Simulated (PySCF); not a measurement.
Species: C4H8.
SMILES: `C/C=C\C`

The calculation used TDDFT CAM-B3LYP/aug-cc-pVTZ, vertical, gas phase, core orbitals frozen in the response in PySCF. Geometry: PBE0-D3(BJ)/def2-TZVP; no solvent, vibrations or thermal averaging.

Computed states:

| state | E (eV) | f |
| --- | --- | --- |
| S1 | 6.01 | 0.0046 |
| S2 | 6.58 | 0.011 |
| S3 | 6.77 | 0.0000 |
| S4 | 6.92 | 0.014 |
| S5 | 7.28 | 0.477 |
| S6 | 7.44 | 0.0054 |
| S7 | 7.57 | 0.0014 |
| S8 | 7.61 | 0.0040 |
| S9 | 7.75 | 0.031 |
| S10 | 8.02 | 0.0064 |

Broadening: Gaussians 0.4 eV wide at half height, area fixed by f = 4.319×10⁻⁹ ∫ε dν̃. The width is an assumption, not a result. The curve ends short of the highest state used, and states not computed would add to its high-energy end.

(1) What does the envelope look like, and where are its maxima?

(2) Coming from long wavelengths, where does ε first pass 100 L mol⁻¹ cm⁻¹?

(3) Does any computed singlet lie in the visible range?

(4) On this curve, what absorbance would a 10⁻⁵ mol/L sample give at 222 nm over a 1 cm path?

## Answers

(1) 
(λ (nm), ε (L mol⁻¹ cm⁻¹)): (167.0, 23451), (168.8, 30542), (170.6, 32501), (172.3, 28818), (174.1, 21290), (175.9, 13426), (177.7, 7500), (179.4, 4102), (181.2, 2255), (183.0, 1442), (184.8, 1117), (186.6, 979), (188.3, 886), (190.1, 764), (191.9, 610), (193.7, 451), (195.4, 328), (197.2, 246), (199.0, 219), (200.8, 233), (202.5, 265), (204.3, 296), (206.1, 309), (207.9, 297), (209.7, 261), (211.4, 214), (213.2, 160), (215.0, 111), (216.8, 71), (218.5, 44), (220.3, 25), (222.1, 13), (223.9, 6), (225.7, 3), (227.4, 1), (229.2, 1)

Maxima: 206 nm (6.01 eV), ε about 310, made up of S1 (99%); 170 nm (7.28 eV), ε about 33000, made up of S5 (99%) (ε in L mol⁻¹ cm⁻¹; maxima over ε = 5, shares over 10%).

(2) At about 215 nm (5.76 eV), 0.25 eV below S1.

(3) No computed singlet lies in the visible range (380 to 750 nm); the lowest, at 206 nm, stands 2.75 eV above its violet end (3.26 eV).

(4) 222 nm is 5.585 eV, where ε is about 14 L mol⁻¹ cm⁻¹, so A = ε c l ≈ 0.00014 (Beer–Lambert, with the gas-phase spectrum and the assumed width).
